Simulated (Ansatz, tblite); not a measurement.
Cost and result up the ladder for LiSi2 (3 atoms). The state is a doublet with charge 0. Geometry: PBE-D4/def2-TZVP.

```xyz
3

Li    1.2208    0.3608   -0.8841
Si    0.0263   -0.7032    1.1079
Si   -1.2471    0.3424   -0.2238
```

Ansatz on 4 threads of Arm Neoverse V2 on a shared host; xTB runs through tblite on one thread. Times are rough, summed over both states, and most runs start from the orbitals of an earlier one. ωB97M-V/def2-TZVP serves as the yardstick here, not as an exact answer. The other state is a quartet at its own geometry.

The xTB rows come from tblite. Correlated methods freeze 10 core orbitals; core or outer-core shells of Li are correlated, in sets that lack core-valence functions. The structure comes from a short search, and lower isomers may exist.

Run but left out: HF/STO-3G, HF/def2-TZVP, HF/def2-TZVPP, MP2/def2-TZVP, MP2/def2-TZVPP, CCSD/def2-TZVPP, CCSD(T)/def2-TZVPP (doublet: ⟨S²⟩ 1.42 to 1.51, where a pure state has 0.75).

Correlated methods converge slowly with the basis.

xTB has no spin-polarisation term.

```
                         level  functions  wall time
                      GFN1-xTB         22    0.003 s
                      GFN2-xTB         22    0.004 s
         LDA (SPW92)/def2-TZVP         88      0.8 s
           revPBE-D4/def2-TZVP         88      1.4 s
              PBE-D4/def2-TZVP         88      1.5 s
             RPA@PBE/def2-TZVP         88      1.9 s
           r2SCAN-D4/def2-TZVP         88      3.6 s
        CAM-B3LYP-D4/def2-TZVP         88        5 s
B97M-V/def2-TZVP (with forces)         88      6.7 s
             PBE0-D4/def2-TZVP         88      6.7 s
             ωB97M-V/def2-TZVP         88       19 s
```

(1) Estimate what each level gives for the quartet − doublet (eV).

## Answers

(1) 
| level | quartet − doublet (eV) | difference from ωB97M-V/def2-TZVP (eV) |
| --- | --- | --- |
| GFN1-xTB | 1.60 | 0.11 |
| GFN2-xTB | 1.24 | -0.25 |
| LDA (SPW92)/def2-TZVP | 1.64 | 0.14 |
| revPBE-D4/def2-TZVP | 1.41 | -0.09 |
| PBE-D4/def2-TZVP | 1.45 | -0.05 |
| RPA@PBE/def2-TZVP | 1.53 | 0.03 |
| r2SCAN-D4/def2-TZVP | 1.43 | -0.07 |
| CAM-B3LYP-D4/def2-TZVP | 1.39 | -0.11 |
| B97M-V/def2-TZVP (with forces) | 1.49 | -0.01 |
| PBE0-D4/def2-TZVP | 1.37 | -0.13 |
| ωB97M-V/def2-TZVP | 1.50 | 0.00 |
